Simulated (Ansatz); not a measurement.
A run for Ansatz (a first-principles code): R-PBE/def2-TZVPPD on HF (SMILES F) with ghost functions. Files ending in .json are basis or fitting sets from the Basis Set Exchange.

Ansatz 0.2 input:
```yaml
crystal:
  periodic: [false, false, false]
  atoms:
    - {symbol: F, position_ang: [-1.45719500, 0.01925700, -0.00001100]}
    - {symbol: H, position_ang: [-0.53931000, -0.09466400, 0.00014500]}
basis:
  gaussian:
    orbitals: def2-TZVPPD.json
    ghost_atoms:
      - {symbol: F, position_ang: [1.32373600, -0.09022600, -0.00000700]}
      - {symbol: H, position_ang: [1.74043700, 0.73339000, 0.00001300]}
hamiltonian:
  xc: {name: PBE}
scf: {lower_state_search: off}
```

The head of its log:

```
WARN ansatz: RAYON_NUM_THREADS=1 ignored (pool sized by the plan → 1); use --threads N
Functional definition: PBE
these checks for a lower state are left out or cut short: stability, starts, cluster_reference, orbital_swaps, neighbouring_geometries, increment
integrals: 0.02 GiB planned
500 factors; their error is unknown
mean field: 0.22 GiB planned
mean field evaluation 1: about -2730.2526 eV, gradient 3.5e1 eV
mean field evaluation 2: about -2724.0553 eV, gradient 7.5e1 eV
```

Q: Predict the final total energy.

A: -100.3967 hartree.
